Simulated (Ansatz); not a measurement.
# BNH₄ (triplet): from Hartree-Fock to the top rungs at distance B1–H4 along a hydrogen transfer = 1.625 Å, cc-pVDZ

An exercise on one series of results from a longer session: the logs are not shown, and one member is left open.

Program: Ansatz 0.2.0, Gaussian basis. Level of theory: cc-pVDZ, core rule «outside noble gas», up to 2 orbitals frozen. These are calculated values, not measurements.

The runs, in order: UHF; CCSD(T) on ROHF; CCSD(T) on UHF; BCCD(T) on ROHF; CISD; CCSDT(Q) on ROHF; CCSDT(Q) on UHF; CASSCF and MRCISD+Q, 4 electrons in 4 orbitals; CASSCF and NEVPT2, 4 electrons in 4 orbitals.

7 further runs of the same task are left out: 1 for a mislabelled method, 5 that didn't finish, 1 set aside as unsound or not needed.

**The geometry**

The geometry derives from fragments relaxed apart (PBE0/def2-TZVP) and kept rigid, so it is no stationary point. A hydrogen atom is moved between rigid fragments.

6 atoms, charge 0, spin multiplicity 3.

Atoms are counted from 1 here; the program's logs count them from 0.

Bond lengths: B1–H2 1.193 Å, B1–H3 1.193 Å, H4–N5 1.213 Å, N5–H6 1.040 Å. Angles: H2–B1–H3 120.0°, H4–N5–H6 105.0°.

Set-up of the first run:

Input file in.yaml:

```yaml
crystal:
  periodic: [false, false, false]
  atoms:
    - {symbol: B, position_ang: [-1.501509, 0.035086, 0.000000]}
    - {symbol: H, position_ang: [-2.098242, 1.068657, 0.000000]}
    - {symbol: H, position_ang: [-2.098243, -0.998486, 0.000000]}
    - {symbol: H, position_ang: [0.123491, 0.035086, 0.000000]}
    - {symbol: N, position_ang: [1.336491, 0.035086, 0.000000]}
    - {symbol: H, position_ang: [1.605573, -0.969141, 0.000000]}
basis:
  gaussian: {orbitals: cc-pVDZ}
magnetization: {spin_polarized: true, initial_magnetization: 2}
hamiltonian: {xc: hf}
output: {orbitals: {seedname: orbitals}}
```

Launch:

```console
ansatz run in.yaml --threads 1 --pin off --events-out ev --progress --plain --max-ram 2393MiB
```

Among the steps run: UHF; CCSD(T) on ROHF; CCSD(T) on UHF; BCCD(T) on ROHF; CISD; CCSDT(Q) on ROHF; CCSDT(Q) on UHF; CASSCF and MRCISD+Q, 4 electrons in 4 orbitals; CASSCF and NEVPT2, 4 electrons in 4 orbitals.

One table of the session follows, with a row left open; its other results are not shown here.

```
       method  from UCCSDT(Q) (meV)
         ROHF               +7692.0
          UHF               +7286.5
         RMP2               +1266.8
         UMP2               +1332.3
         CISD                +764.6
        RCCSD                +193.8
        UCCSD                +183.9
     RCCSD(T)                 +36.9
     UCCSD(T)                 +37.3
      BCCD(T)                 +37.8
       RCCSDT                     ?
       UCCSDT                 +10.1
    RCCSDT(Q)                  +1.0
    UCCSDT(Q)                     0
  CASSCF pair               +6880.9
  NEVPT2 pair               +1234.8
  MRCISD pair                +638.4
MRCISD+Q pair                 +65.4
```

Q: Estimate the row for RCCSDT from the others.

As computed: from UCCSDT(Q) (meV): +11.6. In the column «from UCCSDT(Q) (meV)» it lies between UCCSDT (+10.1) and RCCSD(T) (+36.9).

Caveats from the session: Restricted and unrestricted rows rest on different reference determinants; where their highest levels disagree by more than a few hundredths of an eV, they describe different states and don't form one ladder.
